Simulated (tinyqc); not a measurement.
Inside a calculation. Method: harmonic frequencies on the LDA (VWN5)/sto-3g surface (energies and gradients from PySCF), for BH3, spin multiplicity 1. One step of it, computed by the program tinyqc.

Question. One row of the Hessian: 1Bx. Displace 1Bx by +/-0.002 bohr; H(k, :) = (g(+) - g(-)) / (2 delta).

optimised positions (bohr):
```
            x          y          z
1B  -0.024086   0.008968   0.007108
2H   2.199176   0.035446   0.029702
3H  -1.159263   1.920247   0.057877
4H  -1.112180  -1.928765  -0.066329
```

gradient at +delta (hartree/bohr):
```
              x            y            z
1B   0.00111324  -0.00000354   0.00001149
2H  -0.00063744  -0.00000577  -0.00000667
3H  -0.00024469   0.00023571   0.00000477
4H  -0.00023202  -0.00022611  -0.00000983
```

gradient at -delta (hartree/bohr):
```
              x            y            z
1B  -0.00110061  -0.00000303  -0.00000508
2H   0.00062997   0.00000683   0.00000444
3H   0.00023975  -0.00022915  -0.00000722
4H   0.00023001   0.00022561   0.00000762
```

Give: row of the Hessian.

Answer.

row of the Hessian (hartree/bohr^2): 1Bx 0.553462, 1By -0.000129, 1Bz 0.004144, 2Hx -0.316853, 2Hy -0.003150, 2Hz -0.002777, 3Hx -0.121110, 3Hy 0.116214, 3Hz 0.002996, 4Hx -0.115506, 4Hy -0.112932, 4Hz -0.004362
